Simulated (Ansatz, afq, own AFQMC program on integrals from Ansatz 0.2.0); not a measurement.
## Where AFQMC and coupled cluster stand for H$_{2}$Cl, doublet

```xyz
3

H     0.0000    0.0000   -1.1410
H     0.0000    0.0000   -0.3960
Cl    0.0000    0.0000    1.5370
```

Basis cc-pVTZ. Noble-gas cores (and the filled d shells of Ga–Kr and In–Xe) are frozen. Ansatz 0.2.0 and our own AFQMC program on the same integrals; the CISD trial comes from CCSD amplitudes, and released means the phaseless constraint is let go. Error bars are statistical, one sigma.

Determinant: UHF, the one that the program's search chose, which needn't be the lowest solution. The geometry is a point of a scan.

No full CI on the walks' own integrals is used here; CCSDT(Q) serves as the reference and is uncertain by about the last step of the cluster series.

* T1 diagnostic: 0.0109
* weight of the determinant in the CISD state: 0.912
* ⟨S²⟩ of the determinant: 0.764
* size of the correlated space: 9 electrons in 57 orbitals

| level | correlation energy (eV) |
| --- | --- |
| MP2 | -5.3585 |
| CCSD | -6.1707 |
| CCSD(T) | -6.3455 |

**Question.** Estimate where phaseless AFQMC with a CISD trial lies against CCSD(T) on the same integrals.

**Answer.** 0.26 ± 0.05 kcal/mol below CCSD(T).

Reference: CCSDT(Q), correlation energy -6.370 eV. The released energy is read at 2.40 1/Eh (meV from the phaseless value at times in 1/Eh: -5.6 ± 2.0 at 0.24, -8.7 ± 1.8 at 0.51, -12.0 ± 1.8 at 0.99, -16.3 ± 2.1 at 1.62, -17 ± 3 at 2.40).

| level | E − E(reference) (kcal/mol) | share of correlation (%) |
| --- | --- | --- |
| CCSD(T) | 0.57 | 99.61 |
| CCSDT | 0.12 | 99.92 |
| ph-AFQMC/CISD | 0.31 ± 0.05 | 99.79 |
| released AFQMC | -0.08 ± 0.06 | 100.05 |

A walk keeps the symmetry of its determinant, which the program's search chose and which needn't be the lowest solution, so a lower state of the same spin and another symmetry isn't excluded. Released energies are given only where the last usable release times agree within the noise; a slower fall can still hide under it.
